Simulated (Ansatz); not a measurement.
**C3H5ClO: a ladder of functionals and wavefunction methods**

An exercise on one series of results from a longer session: the logs are not shown, and one member is left open.

The runs use Ansatz 0.2.0, Gaussian basis; functionals in def2-TZVPP, the program's frozen cores in correlated methods.

The runs, in order: PBE-D4, r2SCAN-D4, PBE0-D4, B3LYP-D4, ωB97X-V, ωB97M-V, B2PLYP; CCSD(T)/def2-TZVPP; MP2/def2-QZVPP; extrapolation to the limit.

## The relaxed structure

An earlier PBE0-D4 in a triple-zeta def2 set relaxation fixed the geometry.

SMILES `CO/C=C/Cl`, 10 atoms, charge 0, spin multiplicity 1.

Atoms are counted from 1 here; the program's logs count them from 0.

Bond lengths: C1–O2 1.412 Å, C1–H6 1.089 Å, C1–H7 1.095 Å, C1–H8 1.096 Å, O2–C3 1.347 Å, C3–C4 1.327 Å, C3–H9 1.088 Å, C4–Cl5 1.718 Å, C4–H10 1.081 Å. Angles: O2–C1–H6 106.8°, O2–C1–H7 111.2°, O2–C1–H8 111.1°, H6–C1–H7 109.3°, H6–C1–H8 109.2°, H7–C1–H8 109.3°, C1–O2–C3 114.7°, O2–C3–C4 121.4°, O2–C3–H9 117.0°, C4–C3–H9 121.6°, C3–C4–Cl5 121.5°, C3–C4–H10 123.1°, Cl5–C4–H10 115.5°.

The first run:

Contents of in.yaml:

```yaml
crystal:
  periodic: [false, false, false]
  atoms:
    - {symbol: C, position_ang: [0.546141, -1.502744, 0.564599]}
    - {symbol: O, position_ang: [-0.244579, -0.342220, 0.709848]}
    - {symbol: C, position_ang: [-0.026136, 0.608082, -0.219618]}
    - {symbol: C, position_ang: [-0.906577, 1.576585, -0.437261]}
    - {symbol: Cl, position_ang: [-0.592441, 2.838170, -1.560848]}
    - {symbol: H, position_ang: [0.349858, -2.128514, 1.433445]}
    - {symbol: H, position_ang: [0.279941, -2.052096, -0.344441]}
    - {symbol: H, position_ang: [1.612380, -1.251595, 0.535888]}
    - {symbol: H, position_ang: [0.916262, 0.561078, -0.761738]}
    - {symbol: H, position_ang: [-1.851850, 1.642154, 0.083027]}
basis:
  gaussian: {orbitals: def2-TZVPP}
hamiltonian: {xc: pbe, dispersion: d4}
output: {forces: true, orbitals: {seedname: orbitals}}
```

On the command line:

```bash
> ansatz run in.yaml --threads 4 --pin off --events-out ev --progress --plain --max-ram 10444MiB
```

Among the steps run: PBE-D4 (GGA); r2SCAN-D4 (meta-GGA); PBE0-D4 (hybrid); B3LYP-D4 (hybrid); ωB97X-V (range-separated); ωB97M-V (range-separated); B2PLYP (double hybrid); CCSD(T) in def2-TZVPP; MP2 in def2-QZVPP.

One table of the session follows, with a row left open; its other results are not shown here.

| method | atomisation energy (kcal/mol) |
| --- | --- |
| PBE-D4 | 959.1 |
| r2SCAN-D4 | 932.5 |
| PBE0-D4 | 936.1 |
| B3LYP-D4 | 927.2 |
| ωB97X-V | 928.4 |
| ωB97M-V | 930.9 |
| B2PLYP | 918.2 |
| HF/def2-TZVPP | 660.3 |
| MP2/def2-TZVPP | 922.9 |
| CCSD/def2-TZVPP | ? |
| CCSD(T)/def2-TZVPP | 902.2 |
| MP2/CBS | 947.1 |
| CCSD(T)/CBS | 926.4 |

Estimate the missing values for CCSD/def2-TZVPP.

As computed: atomisation energy (kcal/mol): 885.4. In the column «atomisation energy (kcal/mol)» it lies between HF/def2-TZVPP (660.3) and CCSD(T)/def2-TZVPP (902.2).
